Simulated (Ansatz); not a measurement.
The same path of H2O + HS (5 atoms, charge 0, multiplicity 2) was run twice with different band settings. Lost on the way: H1–O2. Made: H1–S3.

Theory: Ansatz 0.2.0, UKS PBE-D4/6-31G*.

Relaxed end points:

```xyz
5
Properties=species:S:1:pos:R:3
H -0.128 -1.353 0.085
O 0.099 -0.803 -0.695
S -0.224 1.176 1.031
H -0.776 -0.509 -1.027
H 1.029 1.489 0.606
```

```xyz
5
Properties=species:S:1:pos:R:3
H 0.161 -0.641 1.103
O 0.032 -0.612 -1.156
S -0.255 0.645 0.991
H -0.889 -0.457 -1.474
H 0.952 1.065 0.536
```

Common settings: spring 5.0 eV/Å²; optimiser quadratic models (default); start path through a guess of the saddle point; force threshold 0.03 eV/Å; iteration limit 60; end points relaxed.

| run | movable images | climbing image |
| --- | --- | --- |
| 1 | 5 | yes |
| 2 | 2 | no |

Problem. What does each run give, and how far can it be trusted?

Solution. Run 1: converged after 13 iterations, highest image 1.096 eV above the first end. The top lies less than 8 meV above the higher end, about what the thresholds resolve: that end is a shoulder or a very shallow well. A vibrational analysis at the climbing image gives one clearly imaginary mode, 201i cm⁻¹: a first-order saddle point.
Run 2: converged after 8 iterations, highest image 1.096 eV above the first end. The highest image is an end point: on this band no image between the ends rises above it. So few images can step over the top or miss a turn of the path.
